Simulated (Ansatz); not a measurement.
This geometry of BFH2 + H2 (6 atoms, charge 0, multiplicity 1) is a first-order saddle point.

The calculation used RKS B3LYP/def2-SVP in Ansatz 0.2.0.

```xyz
6
Properties=species:S:1:pos:R:3
B 0.010 -0.223 0.020
F 0.015 0.048 1.635
H 1.056 0.123 -0.456
H -1.059 0.066 -0.440
H 0.047 -1.517 0.276
H 0.042 -1.022 1.229
```

**Question.** Which two structures does it join? (They come from a converged band through this point; their orientation in space is the band's.)

**Answer.** Bonds broken: B1–F2, H5–H6. Bonds formed: B1–H5, F2–H6. BFH2 + H2 becomes BH3 + FH.

First end point:

```xyz
6
Properties=species:S:1:pos:R:3
B -0.010 0.474 0.024
F -0.022 0.992 1.237
H 1.061 0.292 -0.501
H -1.072 0.226 -0.494
H 0.080 -2.388 0.643
H 0.075 -2.122 1.357
```

Last end point:

```xyz
6
Properties=species:S:1:pos:R:3
B 0.014 -0.351 -0.251
F 0.012 -0.055 1.700
H 1.038 0.227 -0.514
H -1.045 0.163 -0.508
H 0.051 -1.557 -0.117
H 0.041 -0.952 1.954
```

**Question.** How far does it lie above each of them?

**Answer.** 1.72 eV above the first and 0.40 eV above the second. This is the barrier of this one path; another mechanism may lie lower. The orbitals stay closed-shell, which can raise the energy where a bond breaks towards radicals; this wasn't checked here.

The run took 55 s on 1 thread of Intel(R) Xeon(R) 6975P-C (Granite Rapids), on a shared host, peak memory 0.094 GiB.
